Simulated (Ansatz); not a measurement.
**BH₃Cl (doublet): the correlation ladder at distance B1–H4 along a hydrogen transfer = 1.932 Å, cc-pVDZ**

How much of the correlation energy of BH₃Cl (doublet) does each wave-function method recover here?

Method: cc-pVDZ, core rule «outside noble gas», up to 6 orbitals frozen; program: Ansatz 0.2.0, Gaussian basis.

Plan: UHF; CCSD(T) on ROHF; CCSD(T) on UHF; BCCD(T) on ROHF; CISD; CCSDT(Q) on ROHF; CCSDT(Q) on UHF; CASSCF and MRCISD+Q, 3 electrons in 3 orbitals; CASSCF and NEVPT2, 3 electrons in 3 orbitals; CASSCF and NEVPT2, 13 electrons in 11 orbitals.

7 further runs of the same task are left out: 1 for a known fault of the program, 6 that didn't finish.

### Step 1. The geometry

The geometry derives from fragments relaxed apart (PBE0/def2-TZVP) and kept rigid, so it is no stationary point. A hydrogen atom is moved between rigid fragments.

5 atoms, charge 0, spin multiplicity 2.

Atoms are counted from 1 here; the program's logs count them from 0.

Bond lengths: B1–H2 1.193 Å, B1–H3 1.193 Å, H4–Cl5 1.350 Å. Angles: H2–B1–H3 120.0°.

### Step 2. UHF

Input file in.yaml:

```yaml
crystal:
  periodic: [false, false, false]
  atoms:
    - {symbol: B, position_ang: [-2.375864, 0.000000, 0.000000]}
    - {symbol: H, position_ang: [-2.972597, 1.033571, 0.000000]}
    - {symbol: H, position_ang: [-2.972597, -1.033571, 0.000000]}
    - {symbol: H, position_ang: [-0.443864, 0.000000, 0.000000]}
    - {symbol: Cl, position_ang: [0.906136, 0.000000, 0.000000]}
basis:
  gaussian: {orbitals: cc-pVDZ}
magnetization: {spin_polarized: true, initial_magnetization: 1}
hamiltonian: {xc: hf}
output: {orbitals: {seedname: orbitals}}
```

The run is started by

```sh
$ ansatz run in.yaml --threads 1 --pin off --events-out ev --progress --plain --max-ram 2393MiB
```

The runs that follow: CCSD(T) on ROHF; CCSD(T) on UHF; BCCD(T) on ROHF; CISD; CCSDT(Q) on ROHF; CCSDT(Q) on UHF; CASSCF and MRCISD+Q, 3 electrons in 3 orbitals; CASSCF and NEVPT2, 3 electrons in 3 orbitals; CASSCF and NEVPT2, 13 electrons in 11 orbitals.

Q: Predict the results of all the runs planned. Wanted: UCCSDT(Q) below the RHF energy; RMP2 from UCCSDT(Q); UMP2 from UCCSDT(Q); RCCSD from UCCSDT(Q); RCCSD(T) from UCCSDT(Q); UCCSD(T) from UCCSDT(Q); RCCSDT(Q) from UCCSDT(Q); NEVPT2 pair from UCCSDT(Q); MRCISD+Q pair from UCCSDT(Q).

**Answer**, as computed:

| quantity | value |
| --- | --- |
| UCCSDT(Q) below the RHF energy | -7.1216 eV |
| RMP2 from UCCSDT(Q) | +25.69 kcal/mol |
| UMP2 from UCCSDT(Q) | +25.68 kcal/mol |
| RCCSD from UCCSDT(Q) | +3.31 kcal/mol |
| RCCSD(T) from UCCSDT(Q) | +0.64 kcal/mol |
| UCCSD(T) from UCCSDT(Q) | +0.64 kcal/mol |
| RCCSDT(Q) from UCCSDT(Q) | +0.01 kcal/mol |
| NEVPT2 pair from UCCSDT(Q) | +25.25 kcal/mol |
| MRCISD+Q pair from UCCSDT(Q) | +0.72 kcal/mol |
| NEVPT2 valence from UCCSDT(Q) | +29.82 kcal/mol |
| levels within 1 kcal/mol (43 meV) | RCCSD(T), UCCSD(T), BCCD(T), RCCSDT, UCCSDT, RCCSDT(Q), MRCISD+Q pair |
| T1 diagnostic | 0.013 |
| effectively unpaired electrons | 1.01 |

What this shows: RCCSD(T) lands +0.64 kcal/mol from the yardstick (0.4 % of the correlation energy). One determinant dominates. Of the multireference levels listed MRCISD+Q pair comes nearest in total energy (+0.72 kcal/mol), which doesn't show that its space is the better one. These misses are within one basis, not against nature; the frozen cores of restricted and unrestricted runs differ, which can shift their rows.
